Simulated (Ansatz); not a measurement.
## Active spaces for CH3N, singlet

Program: Ansatz, Gaussian basis, development build; NEVPT3, NEVPT4(SD), MRCISD by development code. Basis aug-cc-pV(T+d)Z, nonrelativistic, 2 orbitals frozen in the corrections. State-specific CASSCF; RHF is the lowest restricted (open-shell) Hartree–Fock solution met. Solutions may break the symmetry of the shape. The lowest solution met needn't be the lowest there is, nor hold the orbitals that a chemist would pick.

Geometry:

| atom | x (Å) | y (Å) | z (Å) |
| --- | --- | --- | --- |
| C | 0.0000 | 0.0281 | 0.5921 |
| N | 0.0000 | -0.1536 | -0.6758 |
| H | 0.0000 | 1.0006 | 1.0943 |
| H | 0.0000 | -0.8470 | 1.2401 |
| H | 0.0000 | 0.7531 | -1.1566 |

(1) What do CASSCF and its corrections give against RHF in CAS(4,3), and what are the occupations?

(2) How do single-reference totals in the same basis and frozen core stand against SC-NEVPT2 in CAS(4,3)?

(3) Roughly how much CPU time does a whole run from the default start take (median of such runs, summed over threads; nearly all runs on one pinned thread of a shared server, mostly Xeon at 2.3 to 2.6 GHz, by a development driver)?

Answers

(1) CASSCF -0.940 eV, SC-NEVPT2 -10.252 eV, FIC-NEVPT2 -10.260 eV, NEVPT3 -10.746 eV, NEVPT4(SD) -11.055 eV, MRCISD -10.124 eV; occupations 2.00, 1.91, 0.09. The MRCI reference weight is 0.911.

(2) CCSD(T) -0.965 eV. Coupled cluster stands on the determinant that it favours, which can lie over the RHF solution above, and is in doubt where the occupations are far from 0, 1 and 2.

(3) CAS(4,3): about 7.6 s. Other jobs ran beside these, and the count of passes differs.
